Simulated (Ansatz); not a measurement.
Species: H$_{6}$Si$_{2}$, SMILES `[SiH3][SiH3]` with one electron removed (charge 1, multiplicity 2), formula H$_{6}$Si$_{2}$.

Q: How many basis functions does frozen-core CCSD(T)/cc-pVTZ // PBE0-D3(BJ)/def2-TZVP run with Ansatz (a first-principles code) use, how many core orbitals are frozen, and how many electrons are correlated?

A: 152 basis functions and 10 frozen orbitals, which leaves 13 correlated electrons. Core time is of the order of seconds.
